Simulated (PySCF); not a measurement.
**Bonding in `C=CS(=O)(=O)O`**

C₂H₄O₃S.
SMILES with atom numbers: `[CH2:1]=[CH:2][S:3](=[O:4])(=[O:5])[OH:6]` (hydrogens: H7, H8 on C1; H9 on C2; H10 on O6)

Cartesian coordinates in Å at the PBE0-D3(BJ)/def2-SVP level; atoms count from 1:
```xyz
10
C2H4O3S angstrom
C      1.584    0.478   -0.177
C      0.587    0.076    0.604
S     -0.830   -0.705   -0.093
O     -0.713   -0.717   -1.541
O     -1.111   -1.891    0.677
O     -1.997    0.355    0.293
H      1.520    0.354   -1.262
H      2.483    0.931    0.248
H      0.562    0.140    1.695
H     -2.086    0.978   -0.445
```

Bond orders from the PBE0/pcSseg-1 density (PySCF). Isolated species at its PBE0-D3(BJ)/def2-SVP geometry (one conformer only).

Where do the orders between heavy atoms depart from those drawn in the SMILES?

The largest departure is 0.244, at S3–O4 (drawn double, 1.756).

Set the Mayer orders of the bonds beside their lengths.

| bond | drawn as | length (Å) | Mayer order |
| --- | --- | --- | --- |
| C1–C2 | double | 1.329 | 1.915 |
| C2–S3 | single | 1.761 | 0.934 |
| S3–O4 | double | 1.452 | 1.756 |
| S3–O5 | double | 1.442 | 1.796 |
| S3–O6 | single | 1.623 | 0.925 |
| C1–H7 | single | 1.094 | 0.937 |
| C1–H8 | single | 1.093 | 0.942 |
| C2–H9 | single | 1.093 | 0.922 |
| O6–H10 | single | 0.970 | 0.922 |

Bonds between the same two heavy elements. O–S: lowest S3–O6 (0.925, 1.623 Å), highest S3–O5 (1.796, 1.442 Å).

Sum the orders of all bonds at each heavy atom with more than one neighbour and set the sums beside the valence in the SMILES.

C1 3.794 (drawn 4), C2 3.771 (drawn 4), S3 5.411 (drawn 6), O6 1.847 (drawn 2). Orders between atoms that aren't bonded are not in these sums.

Mayer orders depend on the basis set.

These values come from a run that also computed NMR shieldings. Hardware: one thread, Intel Xeon at 2.30 GHz (x86_64), shared host. Cost: 14 s wall (grids of density and orbitals included), 0.76 GiB resident at most.
